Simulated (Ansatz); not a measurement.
`[SiH3]P` → PH₃ + `[SiH2]` at 298.15 K and 1 bar (silylene loss).

Computed with Ansatz on PBE0-D4/def2-TZVP structures; ΔE is electronic, products minus reactants. CCSD(T)/CBS is frozen-core, at the limit of the def2 triple- and quadruple-zeta sets.

| species | CCSD(T)/CBS energy (Eh) | H − E (kJ/mol) | S (J/(mol·K)) |
| --- | --- | --- | --- |
| `[SiH3]P` | -633.00517 | 124.8 | 279.8 |
| PH₃ | -342.71985 | 73.1 | 210.2 |
| `[SiH2]` | -290.18696 | 40.6 | 207.5 |

H − E and S are ideal-gas, rigid-rotor, harmonic terms from PBE0-D4/def2-TZVP. 1 Eh = 2625.50 kJ/mol, R = 8.31446 J/(mol·K).

By hand: ΔE, ΔH, ΔS and ΔG.

ΔE = (-342.71985) + (-290.18696) − (-633.00517) = 0.09836 Eh = 258.2 kJ/mol. Δ(H − E) = 73.1 + 40.6 − 124.8 = -11.1, so ΔH = 247.1 kJ/mol. ΔS = 210.2 + 207.5 − 279.8 = 137.9 J/(mol·K). ΔG = 247.1 − 298.15 × (137.9)/1000 = 206.0 kJ/mol.

By hand: the equilibrium constant, and the temperature at which ΔG would vanish if ΔH and ΔS stayed fixed.

log₁₀ K = −ΔG/(RT ln 10) = -36.1. ΔG = 0 at ΔH/ΔS = 1792 K.

The number of gas molecules changes by +1, which sets the sign of ΔS. A doubt of 5 kJ/mol in ΔE shifts log₁₀ K by 0.9 here. These are equilibria of isolated gas molecules and say nothing of rates. Largest T1 diagnostic: 0.014 (customary marks: 0.02 for closed shells, 0.045 for open ones).
